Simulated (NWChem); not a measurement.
# Correlation energy of C2H5O

SMILES: CC[O]
```xyz
8

C     -1.1839     0.2530     0.0000
C      0.3421     0.3570     0.0000
O      1.0449    -0.7891     0.0000
H     -1.6601     1.2549     0.0000
H     -1.5328    -0.2999    -0.8953
H     -1.5328    -0.2999     0.8953
H      0.7085     0.9988     0.8606
H      0.7085     0.9988    -0.8606
```
Charge 0, spin multiplicity 2.

Program: NWChem. The geometry was optimised at UPBE/def2-SVP, a minimum by its harmonic frequencies.

Basis set: def2-SVP. Each correlation energy counts from its own Hartree-Fock reference.

The correlated methods keep 3 core orbitals frozen. The structure started from a generated list of species. The unpaired electrons of the parent sit in orbitals of symmetry a" (Cs labels of the run); other states weren't searched. No SCF solution was tested for a lower state. Open-shell Hartree-Fock references start from PBE0 orbitals. No row is a measurement; the coupled-cluster row has its own basis-set and correlation limits.

### Question
One of these methods gave a correlation energy of -492.4 mHa. Which?
A. CCSD on ROHF
B. CCSD(T) on UHF
C. CCSD[T] on ROHF
D. UMP2

### Answer
C, CCSD[T] on ROHF. The others give -430.1 (UMP2), -486.4 (CCSD(T) on UHF), -479.6 (CCSD on ROHF).
